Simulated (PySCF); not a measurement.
All values below come from PySCF with PBE-D3(BJ)/def2-TZVP // B3LYP-D3(BJ)/def2-TZVP. All species are isolated molecules in the gas phase. Delta-SCF ions had no search for a lower state. Excitations are Tamm–Dancoff values on a coarser integration grid. The basis has no diffuse functions, so Rydberg states are missing or too high.

Reference species (SMILES): `[F][AlH][F]` (neutral, multiplicity 1).

- T1 excitation (TDA): 6.48 eV
- HOMO–LUMO gap: 7.01 eV
- brightest of the four lowest singlets (TDA): 8.10 eV
- vertical ionisation energy (Delta-SCF): 12.54 eV

Changed species: `[F][Al]([F])[F]` (0 of 3 F replaced by H; the reference has 1 of 3 F replaced by H).

Question: Give the shifts of the T1 excitation (TDA), HOMO–LUMO gap, brightest of the four lowest singlets (TDA) and vertical ionisation energy (Delta-SCF).

Answer: the T1 excitation (TDA) increases by 0.60 eV, to 7.08 eV; the HOMO–LUMO gap rises by 0.19 eV, to 7.20 eV; the brightest of the four lowest singlets (TDA) decreases by 0.06 eV, to 8.04 eV; the vertical ionisation energy (Delta-SCF) increases by 0.98 eV, to 13.52 eV.
